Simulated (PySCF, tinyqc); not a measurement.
Ways to converge the cycle: SCF convergence aids in the sto-3g basis, for CO, spin multiplicity 1. Computed by the program tinyqc with PySCF. 

Geometry (angstrom):
```
atom       x       y       z
C     0.0000  0.0000  0.0000
O     0.0000  0.0000  1.7060
```

lowest restricted solution found by these runs and by PySCF = -110.908252 hartree

RHF with one setting changed at a time; a run stops when the energy changes by less than 1e-09 hartree and the error matrix is below 1e-5. The start is the core Hamiltonian. Damping d keeps d of the old density; a shift (hartree) raises the virtual levels; DIIS n extrapolates F over n matrices.

Largest element of the error matrix X^T (FDS - SDF) X:
```
iteration    plain  damping 0.3  damping 0.6  shift 0.4   DIIS 3   DIIS 8
1          4.9e-01      4.9e-01      4.9e-01    4.9e-01  4.9e-01  4.9e-01
2          1.1e+00      5.3e-01      3.0e-01    1.2e+00  1.1e+00  1.1e+00
3          6.3e-01      3.5e-01      2.8e-01    6.2e-01  1.9e+00  1.9e+00
4          1.4e+00      1.0e+00      1.8e-01    2.0e+00  1.0e-01  1.0e-01
5          6.2e-01      3.6e-01      1.4e-01    6.6e-01  2.4e-01  1.2e-01
6          1.4e+00      9.5e-01      9.4e-02    2.2e+00  2.5e-01  4.2e-03
8          1.4e+00      9.3e-01      4.7e-02    2.1e+00  1.5e-02  3.3e-02
10         1.4e+00      9.2e-01      2.8e-02    2.1e+00  1.6e-03  1.4e-03
14         1.4e+00      9.1e-01      2.1e-02    1.9e+00  1.0e-04        -
20         1.4e+00      9.1e-01      1.3e-02    1.7e+00        -        -
30         1.4e+00      9.1e-01      5.4e-03    1.4e+00        -        -
45         6.2e-01      4.3e-01      1.4e-03    5.7e-01        -        -
60         1.4e+00      9.1e-01      3.7e-04    2.2e-02        -        -
```

How each run ends:
```
run          iterations  E (hartree)                                                           state
plain               >60   -104.55845                  has stopped falling
damping 0.3         >60   -109.70782                  has stopped falling
damping 0.6         >60   -110.90825     falls steadily but slowly, by a factor of about 0.91 a step
shift 0.4           >60   -110.90489  falls in a zigzag, on average by a factor of about 0.82 a step
DIIS 3               17   -110.90825                                                    lowest found
DIIS 8               13   -110.90825                                                    lowest found
```

2 of 6 runs reach the lowest restricted solution found, in 13 to 17 iterations (fastest: DIIS 8). Not converged: plain, damping 0.3, damping 0.6, shift 0.4. DIIS 3 and DIIS 8 gain by cancelling the error over several earlier matrices, much as a quasi-Newton step does. The restricted reference is unstable here: a spin-polarised solution lies 0.0440 hartree lower (PySCF), so results built on it describe a poor reference.
